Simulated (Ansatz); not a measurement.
Predict the output of the script below (Ansatz 0.2.0 through its Python package).

`c4h5n_deck.py`:
```python
import ansatz as az

DECK = '''
crystal:
  periodic: [false, false, false]
  atoms:
    - { symbol: C, position_ang: [2.3144, 0.8021, 1.0554] }
    - { symbol: C, position_ang: [1.409, 0.3316, 0.4214] }
    - { symbol: C, position_ang: [0.3061, -0.2438, -0.3542] }
    - { symbol: 'N', position_ang: [-0.9236, 0.1944, 0.3048] }
    - { symbol: C, position_ang: [-1.9865, -0.2388, -0.2713] }
    - { symbol: H, position_ang: [3.1086, 1.2248, 1.6256] }
    - { symbol: H, position_ang: [0.3801, -1.3374, -0.3569] }
    - { symbol: H, position_ang: [0.3461, 0.1177, -1.3881] }
    - { symbol: H, position_ang: [-1.9786, -0.8769, -1.1719] }
    - { symbol: H, position_ang: [-2.9755, 0.0262, 0.1352] }
basis:
  gaussian: { orbitals: def2-SVP, nuclear_model: gaussian }
hamiltonian:
  xc: r2scan
'''

session = az.Session.from_yaml(DECK)
data = session.plan(threads=1).execute().report

for key in ('converged', 'free_energy_ev', 'reference_energy_ev', 'n_frozen', 'n_occupied', 'n_virtual'):
    print(f'{key:22s} {data[key]}')
symbols = ['C', 'C', 'C', 'N', 'C', 'H', 'H', 'H', 'H', 'H']
field = data['mean_field']
print('<S^2> =', round(abs(field['state']['spin_squared']), 4), ' all-electron relativity setting:', field['relativity'])
print('passes:', field['passes'])
if 'symmetry' in field:
    print('occupied orbitals by irrep:', field['symmetry']['occupied'])
```

```console
$ python c4h5n_deck.py
converged              True
free_energy_ev         -5708.353167211998
reference_energy_ev    -5708.353167211998
n_frozen               0
n_occupied             [18, 18]
n_virtual              [77, 77]
<S^2> = 0.0  all-electron relativity setting: none
passes: {'evaluations': 16, 'products': 12}
occupied orbitals by irrep: [{'A': 18}, {'A': 18}]
```

Caveats:
- The settings weren't tested for convergence.
- The geometry is a force-field or estimated start, not a minimum of this method, and the basis set is short of its limit.
- The whole script took 4.3 s on 1 thread of Arm Neoverse V1, with other jobs on the host, peak memory 0.18 GiB.
